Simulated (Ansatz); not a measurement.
C3H6S (`C1CSC1`) from Hartree–Fock to CCSD(T)

Cartesian coordinates in Å:
```
C -0.2640 0.6210 0.2702
C -0.1359 0.1000 -1.1660
S 0.0646 -1.6142 -0.5564
C 0.3594 -0.6072 0.9434
H 0.2308 1.5737 0.4734
H -1.3154 0.7116 0.5475
H 0.7672 0.4430 -1.6740
H -0.9966 0.2491 -1.8168
H -0.1380 -0.9767 1.8393
H 1.4279 -0.5003 1.1393
```

Charge 0, multiplicity 1. Geometry: relaxed with PBE0-D4/def2-TZVP. Frozen core, restricted reference, Ansatz. CBS rows extrapolate triple and quadruple zeta; past MP2 they add the triple-zeta difference.

| basis | HF (Eh) | MP2 corr. | CCSD corr. | (T) | CCSD(T) total |
| --- | --- | --- | --- | --- | --- |
| def2-SVP | -514.38419 | -0.55041 | -0.59963 | -0.01947 | -515.00329 |
| def2-TZVPP | -514.65489 | -0.68697 | -0.72978 | -0.03265 | -515.41732 |
| def2-QZVPP | -514.67154 | -0.73447 | – | – | – |
| CBS(def2) | -514.67384 | -0.76966 | -0.81247 | as TZ | -515.51896 |
